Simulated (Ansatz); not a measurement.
The inner images of a band of FH3Si (5 atoms, charge 0, multiplicity 1) are given out of order.

Theory: Ansatz, RKS revPBE-D4/def2-SVP.

Image 0:

```xyz
5
Properties=species:S:1:pos:R:3
Si 0.247 0.000 0.137
F 0.314 0.000 1.779
H 1.648 0.000 -0.403
H -0.483 1.232 -0.317
H -0.483 -1.232 -0.317
```

Image 8:

```xyz
5
Properties=species:S:1:pos:R:3
Si 0.041 0.000 -0.711
F 1.100 0.000 1.272
H 1.919 0.000 0.796
H -0.909 1.117 -0.239
H -0.909 -1.117 -0.239
```

Task: Put them in order from the first end to the last, with their energies above the first end.
A.
```xyz
5
Properties=species:S:1:pos:R:3
Si 0.179 0.000 -0.417
F 0.995 0.000 1.432
H 1.631 0.000 0.472
H -0.781 1.175 -0.304
H -0.781 -1.175 -0.304
```
B.
```xyz
5
Properties=species:S:1:pos:R:3
Si 0.230 -0.001 -0.037
F 0.638 0.003 1.598
H 1.723 -0.007 0.067
H -0.669 1.183 -0.377
H -0.679 -1.178 -0.370
```
C.
```xyz
5
Properties=species:S:1:pos:R:3
Si 0.116 0.000 -0.597
F 1.091 0.000 1.375
H 1.733 0.000 0.637
H -0.849 1.145 -0.268
H -0.849 -1.145 -0.267
```
D.
```xyz
5
Properties=species:S:1:pos:R:3
Si 0.236 0.000 0.048
F 0.535 0.002 1.670
H 1.725 -0.004 -0.100
H -0.623 1.182 -0.371
H -0.629 -1.180 -0.367
```
E.
```xyz
5
Properties=species:S:1:pos:R:3
Si 0.212 0.000 -0.284
F 0.868 0.001 1.491
H 1.656 0.001 0.350
H -0.747 1.179 -0.339
H -0.746 -1.180 -0.338
```
F.
```xyz
5
Properties=species:S:1:pos:R:3
Si 0.227 -0.002 -0.152
F 0.745 0.003 1.541
H 1.694 -0.008 0.222
H -0.704 1.185 -0.370
H -0.718 -1.178 -0.360
```
G.
```xyz
5
Properties=species:S:1:pos:R:3
Si 0.244 0.000 0.106
F 0.427 0.001 1.738
H 1.697 -0.001 -0.263
H -0.562 1.192 -0.351
H -0.563 -1.192 -0.351
```

Result: G (+0.11 eV), D (+0.48 eV), B (+1.18 eV), F (+2.13 eV), E (+2.97 eV), A (+3.28 eV), C (+3.15 eV).

Time of the run: 44 s on 1 thread of Arm Neoverse V1, with other jobs on the host, peak memory 0.091 GiB.
